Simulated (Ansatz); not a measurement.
# BNH (quartet): B2PLYP, RPA-PBE over a scan of the scale of all distances, 6-31G

How well do these functionals follow the top wave-function level for BNH (quartet) over a scan of the scale of all distances?

The runs use Ansatz 0.2.0, Gaussian basis; 6-31G, all electrons in the functionals, frozen cores in the correlation of double hybrids and RPA.

The runs, in order: B2PLYP, RPA-PBE, at 0.885; 1.000; 1.100; 1.313; 1.514; 1.771; 2.018; 2.378.

16 further runs of the same task are left out: 8 that didn't finish, 8 set aside as unsound or not needed. Runs told in other sessions of the task aren't counted.

### 1 What is computed

The geometry derives from a PBE0/def2-TZVP stationary point (not a proven minimum). All distances are scaled together.

3 atoms, charge 0, spin multiplicity 4.

Atoms are counted from 1 here; the program's logs count them from 0.

Bond lengths: B1–N2 1.503 Å, B1–H3 1.206 Å. Angles: N2–B1–H3 117.0°.

No dispersion term is added.

The geometry shown and the zero of energy belong to the point 1.000. The yardstick, FCI, and other wave-function levels (R restricted, U unrestricted, valence and pair active spaces) come from earlier runs.

### 2 B2PLYP, 0.885

File in.yaml:

```yaml
crystal:
  periodic: [false, false, false]
  atoms:
    - {symbol: B, position_ang: [0.000000, -0.163926, 0.684078]}
    - {symbol: N, position_ang: [0.000000, 0.077372, -0.623942]}
    - {symbol: H, position_ang: [0.000000, 0.683049, 1.333209]}
basis:
  gaussian: {orbitals: 6-31G}
magnetization: {spin_polarized: true, initial_magnetization: 3}
hamiltonian: {xc: {name: B2PLYP}}
correlation: {electrons: outside_noble_gas}
```

Command:

```
ansatz run in.yaml --threads 1 --pin off --events-out ev --progress --plain --max-ram 2393MiB
```

Further steps of the session: B2PLYP, 1.000; B2PLYP, 1.100; B2PLYP, 1.313; B2PLYP, 1.514; B2PLYP, 1.771; B2PLYP, 2.018; B2PLYP, 2.378; RPA-PBE, 0.885; RPA-PBE, 1.000; RPA-PBE, 1.100; RPA-PBE, 1.313; RPA-PBE, 1.514; RPA-PBE, 1.771; RPA-PBE, 2.018; RPA-PBE, 2.378.

**Question.** What will the summary of the whole plan be? Wanted: span of the FCI curve; largest miss, B2PLYP; largest miss, RPA-PBE.

The runs gave:

```
             quantity                  value
span of the FCI curve           421.5 kJ/mol
 largest miss, B2PLYP  +106.7 kJ/mol (2.018)
largest miss, RPA-PBE   -12.6 kJ/mol (1.514)
```

Of the functionals, RPA-PBE keep the smallest largest miss at the points compared (at most 12.6 kJ/mol) and B2PLYP strays most (106.7 kJ/mol, at 2.018). B2PLYP, RPA-PBE clearly break the spin symmetry at some points (⟨S²⟩ up to 0.86 above the pure value), so energy there is bought with a mixed spin. Functionals and the yardstick converge differently with the basis, so part of each miss in 6-31G is the basis.
